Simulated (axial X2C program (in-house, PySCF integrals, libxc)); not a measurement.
Results of a calculation; reference values are marked as such.
PO: input and output

Program: an in-house all-electron X2C program for linear molecules (integrals from PySCF).

Input file and command:
```json
{"zs": [15, 8], "q": 0, "bas": ["dyall-v3z", "dyall-av3z"], "levels": ["PBE0", "HF", "LDA"], "cc": true, "r0": 1.59, "thr": -2.0, "nmax": 90, "npts": 10, "nst": 2, "ntry": 6}
```
```bash
python so2c.py task.json out
```

Keys: zs atomic numbers; q charge; bas basis sets; levels methods; cc coupled cluster on or off; r0 starting distance in Å; thr threshold in hartree for freezing inner shells (an s shell follows its p shell); nmax most natural virtual spinors; npts points on the curve; nst determinants followed; ntry starts of the search. HF also brings MP2.

Output of the HF step, 2c, at R = 1.487 Å for the state Ω = 1/2. It starts from PBE0 orbitals of this distance.

```
two-component X2C + atomic mean field  HF
basis functions 100  fitting functions 575  grid points 4353
iter        total energy     max residual
   1       -416.426803186     7.37e-02
   2       -416.441928709     7.96e-03
   3       -416.442623264     6.72e-03
   4       -416.442938735     2.03e-03
   5       -416.443014499     7.49e-04
   6       -416.443036098     6.65e-04
   7       -416.443047001     6.50e-04
   8       -416.443059203     6.80e-04
   9       -416.443076337     5.05e-04
  10       -416.443100844     1.92e-04
  11       -416.443107929     4.69e-05
  12       -416.443108305     7.32e-06
  13       -416.443108307     2.78e-06
converged
one-electron -660.88177581  Coulomb 232.71551143  exact exchange -30.92914072  xc functional 0.00000000  nuclear repulsion 42.70428064  atomic mean-field constant -0.05198385
correlated 11  virtual 167  natural virtual 90  E(MP2) -0.372757586  MP2 remainder -0.011458208
iter   CCSD correlation   residual
   1     -0.350308780   1.69e-01
   2     -0.363538553   7.95e-02
   3     -0.367997738   2.85e-02
   4     -0.368115975   1.07e-02
   5     -0.368358079   5.34e-03
   6     -0.368362679   2.36e-03
   7     -0.368387617   9.33e-04
   8     -0.368399015   3.71e-04
   9     -0.368392809   1.70e-04
  10     -0.368396992   6.17e-05
  11     -0.368394944   2.42e-05
  12     -0.368394955   9.61e-06
(T) -0.019114119  T1 0.0356  D1 0.0729  max T2 0.078
```
Energies are in hartree; totals compare only within one Hamiltonian and basis. T1 in the output is the amplitude norm over the root of the electron number; divide by √2 for the Lee–Taylor value. The determinant is spin-polarised beyond a pure state at some levels (its spin-free form has ⟨S²⟩ too high), which makes Re and μ there less reliable.
